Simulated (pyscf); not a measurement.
## Four-centre exchange: H₂N–B(NH₂)–Cl + H₂S → H₂N–B(NH₂)–SH + hydrogen chloride (HCl)

Gas phase, singlet surface, charge 0. Bonds broken: B1–Cl2, S9–H10. Bonds formed: B1–S9, Cl2–H10. Optimised with ωB97X-D3(BJ)/def2-SVP in PySCF.

Transition state (Å):

```xyz
11

B     -0.7408     0.3259     0.1863
Cl    -2.1267    -0.6652     1.7845
N      0.3801    -0.4826    -0.1492
N     -1.6828     0.8448    -0.7605
H      1.1202    -0.6439     0.5219
H      0.2044    -1.3066    -0.7145
H     -1.5547     0.5685    -1.7275
H     -2.6603     0.8579    -0.4950
S     -0.1955     1.6405     1.6615
H     -1.1898     0.7601     2.2811
H     -1.0711     2.5966     1.2987
```

One imaginary mode, 675i cm⁻¹; descent along it reached the two sides named, in the forms told below.

```
bond     change  reactant side (Å)  saddle  product side
-------  ------  -----------------  ------  ------------
B1–Cl2   breaks              1.799   2.336           3.8
S9–H10   breaks              1.346   1.465         2.337
B1–S9     forms                3.6   2.050         1.870
Cl2–H10   forms                2.9   1.776         1.303
```

Electronic energies relative to the separated reactants (kJ/mol):

```tsv
level	barrier	reaction energy	reverse barrier
ωB97X-D3(BJ)/def2-TZVP	146.8	+36.6	110.3
PBE/def2-TZVP	123.9	+37.0	86.9
r²SCAN/def2-TZVP	131.2	+38.8	92.4
B3LYP-D3(BJ)/def2-TZVP	141.9	+38.8	103.1
PBE0-D3(BJ)/def2-TZVP	130.9	+36.5	94.4
M06-2X/def2-TZVP	153.7	+41.1	112.6
ωB97M-D3(BJ)/def2-TZVP	152.0	+39.4	112.6
HF/def2-TZVP	232.5	+46.3	186.2
```

With ωB97M-D3(BJ)/def2-TZVP energies and thermal terms (ideal gas, 1 atm, RRHO with modes under 100 cm⁻¹ raised to 100, one conformer, R ln 2 for chiral ones without a mode under 150 cm⁻¹), in kJ/mol:

```
T (K)    ΔH‡    ΔG‡     ΔH     ΔG
-----  -----  -----  -----  -----
298    148.4  193.2  +39.6  +38.2
600    150.2  238.0  +41.6  +36.0
900    153.3  281.2  +43.2  +32.8
1200   156.5  323.4  +44.6  +29.1
```

On the product side the descent ends in a complex, 23.6 kJ/mol under the separated species and 133.8 kJ/mol under the saddle at ωB97X-D3(BJ)/def2-TZVP. The reactants may also form a dative adduct at H₂N–B(NH₂)–Cl; it and routes through it were not searched. One saddle was located; it need not be the lowest between these sides.
